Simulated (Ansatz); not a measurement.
System: zinc-blende BeTe. Method: rVV10 (plane waves, PAW; Ansatz, an electronic-structure program).

Settings: plane-wave cutoff 520 eV, 10×10×10 k mesh, Fermi–Dirac smearing 0.01 eV, scalar-relativistic PAW data made under PBE.

Properties against volume:

```
V (Å³/atom)  P (GPa)  direct gap at Γ (eV)  smallest gap on the k mesh (eV)
-----------  -------  --------------------  -------------------------------
21.577          3.97                 3.600                            1.878
22.036          2.51                 3.617                            1.923
22.495          1.20                 3.632                            1.965
22.954          0.00                 3.560                            2.004
23.413         -1.07                 3.416                            2.042
23.872         -2.05                 3.278                            2.077
24.332         -2.93                 3.144                            2.110
```

The fundamental gap (2.00 eV at the equilibrium volume, with added k points) lies elsewhere than Γ–Γ.

Spin–orbit coupling is not included; with these elements it can move the gap by several tenths of an eV or more.
